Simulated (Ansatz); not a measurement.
Compare A (`C=C(O)CS`) with its isomer B (`SC1COC1`).

Program: Ansatz. Geometries: PBE0-D4/def2-TZVP. ΔE: electronic, gas phase. CBS: MP2 limit from def2 TZ/QZ plus the TZ coupled-cluster correction, frozen cores. Functionals use def2-TZVPP. B3LYP here is the variant with VWN-RPA as its local correlation; programs differ in this. Each species was taken in one conformer, which may not be the lowest.

Problem. Which is lower in electronic energy at CCSD(T)/CBS, and by how much? (Estimate.)

Solution. The calculation gave: A, by 18.3 kcal/mol.

Problem. Give E(B) − E(A) in kcal/mol with B3LYP, ωB97M-V, CCSD(T)/def2-TZVPP, r2SCAN-D4, HF/def2-TZVPP, MP2/def2-TZVPP, B3LYP-D4. (Best estimate.)

Solution. Computed: B3LYP 20.1, ωB97M-V 17.3, CCSD(T)/def2-TZVPP 17.6, r2SCAN-D4 19.2, HF/def2-TZVPP 18.8, MP2/def2-TZVPP 17.7, B3LYP-D4 20.1. None reverses the order clearly.

Largest T1 diagnostic: 0.012.

In def2-TZVPP, CCSD(T) changes the Hartree–Fock value by −1.3 kcal/mol (the triples alone add +0.4 kcal/mol) and MP2 by −1.1 kcal/mol. From PBE to PBE0 (25 % exact exchange), in def2-TZVPP and without D4, E(B) − E(A) moves by −1.4 kcal/mol.
